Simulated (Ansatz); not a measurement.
Relaxation of C₂H₅NO (9 atoms, charge 0, multiplicity 1), to a largest force component of 0.015 eV/Å in at most 40 steps.

Theory: RKS PBE-D4/def2-SVP (Ansatz).

```xyz
9
Properties=species:S:1:pos:R:3
C -1.369 -0.255 0.180
N -0.484 -0.397 -0.694
C 0.690 0.364 -0.394
O 1.541 -0.169 0.688
H -2.381 -0.732 0.026
H -1.319 0.460 1.051
H 0.523 1.413 -0.150
H 1.408 0.387 -1.271
H 1.103 0.164 1.475
```

Q: Where does it end, and by what steps?

A: The forces met the threshold. After 17 steps the energy has fallen by 0.430 eV; H6 moved furthest, 1.04 Å.

| step | energy less start (eV) | largest force component (eV/Å) | accepted |
| --- | --- | --- | --- |
| 0 | 0.0000 | 3.587 | yes |
| 1 | -0.0759 | 1.741 | yes |
| 2 | -0.2119 | 1.163 | yes |
| 3 | -0.2523 | 0.805 | yes |
| 4 | -0.2749 | 0.155 | yes |
| 5 | -0.2910 | 0.180 | yes |
| 6 | -0.3146 | 0.701 | yes |
| 7 | -0.3393 | 0.612 | yes |
| 8 | -0.3607 | 0.481 | yes |
| 9 | -0.3861 | 0.492 | yes |
| 10 | -0.4084 | 0.320 | yes |
| 11 | -0.4170 | 0.577 | yes |
| 12 | -0.4237 | 0.451 | yes |
| 13 | -0.4258 | 0.236 | yes |
| 14 | -0.4290 | 0.101 | yes |
| 15 | -0.4293 | 0.093 | yes |
| 16 | -0.4276 | 0.232 | no |
| 17 | -0.4299 | 0.015 | yes |

```xyz
9
Properties=species:S:1:pos:R:3
C -1.520 -0.140 0.067
N -0.346 -0.586 -0.146
C 0.746 0.373 -0.179
O 1.885 -0.102 0.482
H -2.378 -0.842 0.086
H -1.752 0.943 0.240
H 0.417 1.382 0.205
H 1.039 0.505 -1.244
H 1.621 -0.299 1.400
```

Whether the end is a true minimum wasn't checked by a vibrational analysis.

Time of the run: 35 s on 1 thread of Arm Neoverse V2 (shared host), peak memory 0.25 GiB.
